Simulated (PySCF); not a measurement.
# C2HF3O (trifluoroacetaldehyde): the cost of one run

The runs use PySCF 2.14.0, with density-fitted response routines of our own; the level of theory stands in each step. All values are computed, except where a source is named. Atoms are numbered from 0 throughout.

## 1. The starting structure

7 atoms, charge 0, multiplicity 1; geometry from: MMFF94s.

Bonds of the start (Å): O0–C1 1.23, C1–C2 1.51, C2–F3 1.36, C2–F4 1.36, C2–F5 1.36, C1–H6 1.10.

## 2. Optimising the geometry at PBE0-D3(BJ)/def2-SVP

Job settings and geometry (Å):

```
{"job": {"xc": "PBE0", "basis": "def2-SVP", "d3": "d3bj", "grid": 1, "kind": "geom"}, "charge": 0, "multiplicity": 1}
O      1.512787    -0.989707    -0.662699
C      0.888418    -0.026263    -0.222160
C     -0.577225    -0.000165     0.139133
F     -0.762193     0.326226     1.447842
F     -1.215630    -1.181707    -0.063179
F     -1.251442     0.937983    -0.581130
H      1.405284     0.933631    -0.057808
```

Command:

```sh
$ OMP_NUM_THREADS=1 python probes_run.py task.json out
```

One launch serves the whole session: the jobs run in the order shown.

**Question.** How long does this first job take on 1 thread of AMD EPYC 9R45, shared host, and how much memory does it need?

About 11 s, with a peak of 0.38 GiB.
